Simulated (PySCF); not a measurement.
Gas-phase reaction: 2 BF3.H2O + B2H6 = 5 H2 + 2 BF2 + 2 BOF

Energies from PySCF, thermal terms from the rigid-rotor harmonic-oscillator model, ideal gas at 1 bar. † marks an energy on the PBE0/def2-TZVP geometry and frequencies. CCSD(T) freezes the core. Open shells (unrestricted): BF2 (multiplicity 2); the rest are closed-shell singlets. Adducts (BF3.H2O) have no counterpoise correction, and HF, PBE, BLYP, B3LYP and PBE0 lack dispersion. BF3.H2O: computed as isolated molecules; such fragments, hydroxides, amides, oligomers or adducts are transient or little studied in the gas. CCSD(T) isn't extrapolated to the basis-set limit; its ΔH°(298 K) is 614.1 kJ in def2-SVP and 627.5 kJ in def2-TZVPP. The harmonic model lacks anharmonicity and excited electronic states, which grow with temperature; levels with a mode under 35 cm⁻¹ are left out. Internal rotation in BF3.H2O is treated as a harmonic vibration of one conformer, which makes the entropy rough.

```tsv
level	ΔE electronic, kJ	ΔH°(298 K), kJ	ΔS°(298 K), J/K	ΔG°(1000 K), kJ
CCSD(T)/def2-SVP†	722	614	721	-123
HF/def2-TZVP†	585	476	721	-261
M06-2X/def2-TZVP†	718	610	721	-127
PBE/def2-TZVP†	680	571	721	-166
PBE0/def2-SVP†	813	704	721	-33
ωB97M-V/def2-TZVP†	746	638	721	-100
```
ΔH° is lowest at HF/def2-TZVP† and highest at PBE0/def2-SVP†. No reference value is set beside these.
